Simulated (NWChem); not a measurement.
System: allene (C$_{3}$H$_{4}$); SMILES C=C=C

Program: NWChem. Geometry: optimised at PBE-D3(BJ)/def2-SVP. Solvent water, SMD (1 M gas to 1 M solution), gas-phase geometry.

Taking M06-2X/def2-TZVPP as the yardstick, which of these has the fewest basis functions while keeping “solvation free energy (kcal/mol)” within 0.5 kcal/mol of it: M06-2X/def2-SVP; M06-2X/STO-3G; M06-2X/def2-TZVP; M06-2X/def2-SVPD?

M06-2X/def2-SVP.
```json
[
 {"level": "M06-2X/STO-3G", "basis functions": "19", "solvation free energy (kcal/mol)": "2.3"},
 {"level": "M06-2X/def2-SVP", "basis functions": "62", "solvation free energy (kcal/mol)": "0.9"},
 {"level": "M06-2X/def2-SVPD", "basis functions": "92", "solvation free energy (kcal/mol)": "0.7"},
 {"level": "M06-2X/def2-TZVP", "basis functions": "117", "solvation free energy (kcal/mol)": "0.4"},
 {"level": "M06-2X/def2-TZVPP", "basis functions": "149", "solvation free energy (kcal/mol)": "0.5"}
]
```

The yardstick is one finite set, not the basis-set limit.
